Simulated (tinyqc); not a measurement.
Inside a calculation (part 2 of 2). Method: CIS on RHF in the sto-3g basis, for H2F+, spin multiplicity 1. Computed by tinyqc, a small Python program that keeps every step (integrals from PySCF). Command: `OMP_NUM_THREADS=1 python tinyqc.py 24290 24291 out.jsonl` (the two numbers bound the seeds that draw the settings). One thread of a shared host (Intel(R) Xeon(R) Processor @ 2.60GHz), about 0.09 s of CPU time with the checks.

Geometry (angstrom):
```
atom         x          y         z
F     0.000000   0.000000  0.000000
H     0.000000   0.803000  0.476000
H     0.000000  -0.803000  0.476000
```

## CIS matrix, triplets

orbital energies (hartree): MO1 -26.639278, MO2 -2.094790, MO3 -1.255427, MO4 -1.094241, MO5 -1.062641, MO6 0.024057, MO7 0.223367

Two-electron integrals over orbitals (pq|rs), unique and non-zero (hartree):
```
(11|11) 5.361186    (21|11) -0.499940   (21|21) 0.074174    (22|11) 1.198457
(22|21) -0.018623   (22|22) 0.858617    (31|31) 0.017086    (32|31) 0.025756
(32|32) 0.162409    (33|11) 0.993407    (33|21) -0.007902   (33|22) 0.764879
(33|33) 0.749715    (41|11) 0.133573    (41|21) -0.016430   (41|22) 0.015074
(41|33) 0.005038    (41|41) 0.029571    (42|11) -0.082143   (42|21) 0.008350
(42|22) 0.013680    (42|33) -0.003058   (42|41) 0.030950    (42|42) 0.159952
(43|31) -0.003847   (43|32) 0.004340    (43|43) 0.046744    (44|11) 1.189239
(44|21) -0.015204   (44|22) 0.825649    (44|33) 0.728449    (44|41) -0.011931
(44|42) -0.091214   (44|44) 0.930971    (51|51) 0.029644    (52|51) 0.038934
(52|52) 0.179905    (53|53) 0.038772    (54|51) -0.009792   (54|52) -0.034674
(54|54) 0.056712    (55|11) 1.264000    (55|21) -0.013978   (55|22) 0.877974
(55|33) 0.753474    (55|41) 0.003783    (55|42) -0.045083   (55|44) 0.852502
(55|55) 0.997514    (61|11) 0.240177    (61|21) -0.037425   (61|22) 0.004950
(61|33) 0.002905    (61|41) -0.003134   (61|42) -0.018007   (61|44) 0.014126
(61|55) 0.006515    (61|61) 0.023935    (62|11) -0.313290   (62|21) 0.008318
(62|22) -0.151718   (62|33) -0.093746   (62|41) -0.016866   (62|42) -0.035525
(62|44) -0.118940   (62|55) -0.160811   (62|61) 0.002333    (62|62) 0.080697
(63|31) -0.004156   (63|32) 0.029982    (63|43) 0.015765    (63|63) 0.068833
(64|11) -0.225802   (64|21) 0.002260    (64|22) -0.118527   (64|33) -0.070291
(64|41) -0.007971   (64|42) -0.004394   (64|44) -0.127277   (64|55) -0.120710
(64|61) 0.002119    (64|62) 0.059315    (64|64) 0.057434    (65|51) -0.015516
(65|52) -0.058206   (65|54) -0.003705   (65|65) 0.028865    (66|11) 0.708027
(66|21) -0.005651   (66|22) 0.584102    (66|33) 0.566398    (66|41) 0.016928
(66|42) 0.068591    (66|44) 0.541460    (66|55) 0.557323    (66|61) -0.003983
(66|62) -0.053937   (66|64) -0.028657   (66|66) 0.548370    (71|31) 0.017909
(71|32) 0.025600    (71|43) -0.004162   (71|63) -0.004024   (71|71) 0.018801
(72|31) 0.017239    (72|32) 0.059793    (72|43) -0.024080   (72|63) -0.029761
(72|71) 0.017282    (72|72) 0.055384    (73|11) 0.426587    (73|21) -0.008824
(73|22) 0.197565    (73|33) 0.159706    (73|41) -0.001352   (73|42) -0.055950
(73|44) 0.207909    (73|55) 0.225631    (73|61) 0.005850    (73|62) -0.077236
(73|64) -0.069601   (73|66) 0.021637    (73|73) 0.157693    (74|31) -0.007976
(74|32) -0.056934   (74|43) 0.014255    (74|63) -0.036605   (74|71) -0.008288
(74|72) -0.012167   (74|74) 0.046215    (75|53) 0.025538    (75|75) 0.020421
(76|31) -0.011207   (76|32) -0.103833   (76|43) -0.039116   (76|63) -0.082713
(76|71) -0.011454   (76|72) 0.006859    (76|74) 0.055082    (76|76) 0.158754
(77|11) 0.834813    (77|21) -0.008532   (77|22) 0.632321    (77|33) 0.634546
(77|41) 0.003287    (77|42) 0.006006    (77|44) 0.613160    (77|55) 0.620772
(77|61) 0.003570    (77|62) -0.052116   (77|64) -0.029869   (77|66) 0.546301
(77|73) 0.079011    (77|77) 0.594282
```

A(ia,jb) = (e_a - e_i) d_ij d_ab - (ij|ab).

CIS matrix A, triplet (hartree):
```
           1>6        1>7        2>6        2>7       3>6       3>7        4>6        4>7
1>6  25.955308   0.000000   0.005651   0.000000  0.000000  0.011207  -0.016928   0.000000
1>7   0.000000  26.027833   0.000000   0.008532  0.011207  0.000000   0.000000  -0.003287
2>6   0.005651   0.000000   1.534745   0.000000  0.000000  0.103833  -0.068591   0.000000
2>7   0.000000   0.008532   0.000000   1.685836  0.103833  0.000000   0.000000  -0.006006
3>6   0.000000   0.011207   0.000000   0.103833  0.713085  0.000000   0.000000   0.039116
3>7   0.011207   0.000000   0.103833   0.000000  0.000000  0.844249   0.039116   0.000000
4>6  -0.016928   0.000000  -0.068591   0.000000  0.000000  0.039116   0.576838   0.000000
4>7   0.000000  -0.003287   0.000000  -0.006006  0.039116  0.000000   0.000000   0.704448
5>6   0.000000   0.000000   0.000000   0.000000  0.000000  0.000000   0.000000   0.000000
5>7   0.000000   0.000000   0.000000   0.000000  0.000000  0.000000   0.000000   0.000000

          5>6       5>7
1>6  0.000000  0.000000
1>7  0.000000  0.000000
2>6  0.000000  0.000000
2>7  0.000000  0.000000
3>6  0.000000  0.000000
3>7  0.000000  0.000000
4>6  0.000000  0.000000
4>7  0.000000  0.000000
5>6  0.529375  0.000000
5>7  0.000000  0.665236
```

## CIS triplet states

Diagonalise A (1 hartree = 27.211386 eV); each vector has its largest component positive (the first on a tie).

triplet excitation energies (eV): [14.405017, 15.346181, 18.061126, 18.102005, 20.213477, 22.799480, 42.286118, 46.172157, 706.280383, 708.253640]

lowest vectors, order 1>6, 1>7, 2>6, 2>7, 3>6, 3>7, 4>6, 4>7, 5>6, 5>7:
$$\begin{pmatrix}
0.000000 & 0.000710 & 0.000000 & 0.000000 & 0.000000 & -0.000285 \\
0.000000 & 0.000000 & -0.000380 & 0.000000 & -0.000190 & 0.000000 \\
0.000000 & 0.087477 & 0.000000 & 0.000000 & 0.000000 & -0.127639 \\
0.000000 & 0.000000 & -0.076555 & 0.000000 & -0.071728 & 0.000000 \\
0.000000 & 0.000000 & 0.713320 & 0.000000 & 0.692945 & 0.000000 \\
0.000000 & -0.169431 & 0.000000 & 0.000000 & 0.000000 & 0.975401 \\
0.000000 & 0.981652 & 0.000000 & 0.000000 & 0.000000 & 0.179726 \\
0.000000 & 0.000000 & -0.696645 & 0.000000 & 0.717414 & 0.000000 \\
1.000000 & 0.000000 & 0.000000 & 0.000000 & 0.000000 & 0.000000 \\
0.000000 & 0.000000 & 0.000000 & 1.000000 & 0.000000 & 0.000000
\end{pmatrix}$$
